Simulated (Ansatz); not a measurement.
Ansatz (a program for electronic structure) input (B3LYP-D3(BJ)/def2-TZVP):

Ansatz 0.2 input:
```yaml
crystal:
  periodic: [false, false, false]
  atoms:
    - {symbol: H, position_ang: [-0.00096114, 0.10463305, 1.97502818]}
    - {symbol: N, position_ang: [0.00594714, 0.13830089, 0.96196212]}
    - {symbol: C, position_ang: [-0.02024522, 1.26367553, 0.12337190]}
    - {symbol: C, position_ang: [0.01350770, -0.95902650, 0.13973521]}
    - {symbol: C, position_ang: [-0.02426594, 0.94774699, -1.21572985]}
    - {symbol: C, position_ang: [-0.00183937, -0.50436688, -1.14973691]}
    - {symbol: H, position_ang: [-0.03118608, 2.23813979, 0.61731068]}
    - {symbol: H, position_ang: [0.03267104, -1.96061266, 0.56592388]}
    - {symbol: H, position_ang: [0.00343261, -1.17517943, -2.01126212]}
basis:
  gaussian:
    orbitals: def2-TZVP
hamiltonian:
  xc: b3lyp
  dispersion: d3bj
total_charge: -1
relax: {f_tol: 0.002, max_steps: 150}
```

Output:

```
Functional definition: B3LYP
integrals: 0.08 GiB planned
1051 factors; their error is unknown
mean field: 0.84 GiB planned
mean field evaluation 1: about -5696.1833 eV, gradient 5.1e1 eV
mean field evaluation 2: about -5642.9686 eV, gradient 1.2e2 eV
mean field evaluation 4: about -5702.7670 eV, gradient 1.1e1 eV
mean field evaluation 8: about -5703.0969 eV, gradient 2.2e-1 eV
mean field evaluation 16: about -5703.0914 eV, gradient 8.2e-3 eV
mean field -5703.09140290 eV, -209.5847433622 hartree, gradient 3.4e-5 eV, S^2 0.000000; 0 other end points of the search recorded, 0 dependent functions left out
the calculation of the forces begins
reference -5703.09164444 eV, -209.5847522387 hartree; 18, 18 occupied and 161, 161 virtual orbitals, 1051 factors
relax step   1: F+E_penalty+E_count = -5703.41553925 eV  Δ(F+E_penalty+E_count) = +0.000e0 eV  max|allowed force component| = 8.319e-1 eV/Å  Δτ_max = 0.0000 Å  (31 SCF iters, accepted)
these checks for a lower state are left out or cut short: starts, cluster_reference, orbital_swaps, neighbouring_geometries, increment
integrals: 0.08 GiB planned
1051 factors; their error is unknown
mean field: 0.84 GiB planned
mean field -5703.10310584 eV, -209.5851734374 hartree, gradient 2.1e-5 eV, S^2 0.000000; 0 other end points of the search recorded, 0 dependent functions left out
the calculation of the forces begins
reference -5703.10334756 eV, -209.5851823207 hartree; 18, 18 occupied and 161, 161 virtual orbitals, 1051 factors
relax step   2: F+E_penalty+E_count = -5703.42844763 eV  Δ(F+E_penalty+E_count) = -1.291e-2 eV  max|allowed force component| = 3.021e-1 eV/Å  Δτ_max = 0.0105 Å  (33 SCF iters, accepted)
these checks for a lower state are left out or cut short: starts, cluster_reference, orbital_swaps, neighbouring_geometries, increment
integrals: 0.08 GiB planned
1051 factors; their error is unknown
mean field: 0.84 GiB planned
mean field evaluation 32: about -5703.1046 eV, gradient 8.1e-3 eV
mean field -5703.10461093 eV, -209.5852287484 hartree, gradient 2.1e-5 eV, S^2 0.000000; 0 other end points of the search recorded, 0 dependent functions left out
the calculation of the forces begins
reference -5703.10485285 eV, -209.5852376391 hartree; 18, 18 occupied and 161, 161 virtual orbitals, 1051 factors
relax step   3: F+E_penalty+E_count = -5703.43023797 eV  Δ(F+E_penalty+E_count) = -1.790e-3 eV  max|allowed force component| = 6.855e-2 eV/Å  Δτ_max = 0.0057 Å  (33 SCF iters, accepted)
these checks for a lower state are left out or cut short: starts, cluster_reference, orbital_swaps, neighbouring_geometries, increment
integrals: 0.08 GiB planned
1051 factors; their error is unknown
mean field: 0.84 GiB planned
mean field -5703.10456418 eV, -209.5852270303 hartree, gradient 2.1e-5 eV, S^2 0.000000; 0 other end points of the search recorded, 0 dependent functions left out
the calculation of the forces begins
reference -5703.10480611 eV, -209.5852359211 hartree; 18, 18 occupied and 161, 161 virtual orbitals, 1051 factors
relax step   4: F+E_penalty+E_count = -5703.43020522 eV  Δ(F+E_penalty+E_count) = +3.276e-5 eV  max|allowed force component| = 4.161e-2 eV/Å  Δτ_max = 0.0063 Å  (33 SCF iters, rejected (line search))
these checks for a lower state are left out or cut short: starts, cluster_reference, orbital_swaps, neighbouring_geometries, increment
integrals: 0.08 GiB planned
1051 factors; their error is unknown
mean field: 0.84 GiB planned
mean field -5703.10478934 eV, -209.5852353050 hartree, gradient 2.1e-5 eV, S^2 0.000000; 0 other end points of the search recorded, 0 dependent functions left out
the calculation of the forces begins
reference -5703.10503120 eV, -209.5852441932 hartree; 18, 18 occupied and 161, 161 virtual orbitals, 1051 factors
relax step   5: F+E_penalty+E_count = -5703.43039493 eV  Δ(F+E_penalty+E_count) = -1.570e-4 eV  max|allowed force component| = 6.318e-3 eV/Å  Δτ_max = 0.0027 Å  (33 SCF iters, accepted)
these checks for a lower state are left out or cut short: starts, cluster_reference, orbital_swaps, neighbouring_geometries, increment
integrals: 0.08 GiB planned
1051 factors; their error is unknown
mean field: 0.84 GiB planned
mean field -5703.10479139 eV, -209.5852353802 hartree, gradient 2.1e-5 eV, S^2 0.000000; 0 other end points of the search recorded, 0 dependent functions left out
the calculation of the forces begins
reference -5703.10503325 eV, -209.5852442685 hartree; 18, 18 occupied and 161, 161 virtual orbitals, 1051 factors
relax step   6: F+E_penalty+E_count = -5703.43039686 eV  Δ(F+E_penalty+E_count) = -1.929e-6 eV  max|allowed force component| = 2.221e-3 eV/Å  Δτ_max = 0.0001 Å  (33 SCF iters, accepted)
these checks for a lower state are left out or cut short: starts, cluster_reference, orbital_swaps, neighbouring_geometries, increment
integrals: 0.08 GiB planned
1051 factors; their error is unknown
mean field: 0.84 GiB planned
mean field -5703.10479576 eV, -209.5852355410 hartree, gradient 2.1e-5 eV, S^2 0.000000; 0 other end points of the search recorded, 0 dependent functions left out
the calculation of the forces begins
reference -5703.10503762 eV, -209.5852444292 hartree; 18, 18 occupied and 161, 161 virtual orbitals, 1051 factors
relax step   7: F+E_penalty+E_count = -5703.43040115 eV  Δ(F+E_penalty+E_count) = -4.289e-6 eV  max|allowed force component| = 1.293e-3 eV/Å  Δτ_max = 0.0035 Å  (33 SCF iters, accepted)
these checks for a lower state are left out or cut short: starts, cluster_reference, orbital_swaps, neighbouring_geometries, increment
integrals: 0.08 GiB planned
1051 factors; their error is unknown
mean field: 0.84 GiB planned
mean field evaluation 64: about -5703.1110 eV, gradient 4.1e-4 eV
mean field -5703.10479745 eV, -209.5852356029 hartree, gradient 2.1e-5 eV, S^2 0.000000; 0 other end points of the search recorded, 0 dependent functions left out
the calculation of the forces begins
reference -5703.10503930 eV, -209.5852444910 hartree; 18, 18 occupied and 161, 161 virtual orbitals, 1051 factors
relax step   8: F+E_penalty+E_count = -5703.43040222 eV  Δ(F+E_penalty+E_count) = -1.064e-6 eV  max|allowed force component| = 5.920e-4 eV/Å  Δτ_max = 0.0025 Å  (33 SCF iters, accepted)
integrals: 0.08 GiB planned
1051 factors; their error is unknown
mean field: 0.84 GiB planned
mean field evaluation 96: about -5703.1048 eV, gradient 1.8e-5 eV
mean field -5703.10479745 eV, -209.5852356029 hartree, gradient 2.1e-5 eV, S^2 0.000000; 1 other end points of the search recorded, 0 dependent functions left out
the calculation of the forces begins
reference -5703.10503930 eV, -209.5852444910 hartree; 18, 18 occupied and 161, 161 virtual orbitals, 1051 factors
Total energy: -5703.43064407 eV, -209.5972102456 hartree
Atom 0 at     0.005678     0.109121     1.965285 Å, force     0.000005    -0.000187    -0.000267 eV/Å
Atom 1 at     0.000642     0.138984     0.957653 Å, force    -0.000149     0.000530    -0.000063 eV/Å
Atom 2 at    -0.020912     1.273637     0.131166 Å, force     0.000513    -0.000465     0.000511 eV/Å
Atom 3 at     0.012949    -0.969600     0.145015 Å, force     0.000452     0.000203     0.000310 eV/Å
Atom 4 at    -0.022839     0.942264    -1.211705 Å, force    -0.000592     0.000406    -0.000137 eV/Å
Atom 5 at    -0.000782    -0.507807    -1.158425 Å, force     0.000094    -0.000570     0.000001 eV/Å
Atom 6 at    -0.032862     2.242626     0.621794 Å, force    -0.000084     0.000087    -0.000202 eV/Å
Atom 7 at     0.030474    -1.964406     0.574830 Å, force    -0.000400    -0.000124    -0.000131 eV/Å
Atom 8 at     0.004712    -1.171508    -2.019011 Å, force     0.000162     0.000122    -0.000022 eV/Å
Dipole moment:     0.014934    -0.606878     1.135585 e Å
```

It need not be the lowest isomer of its formula. Whether it binds its extra electron was not tested at this geometry.
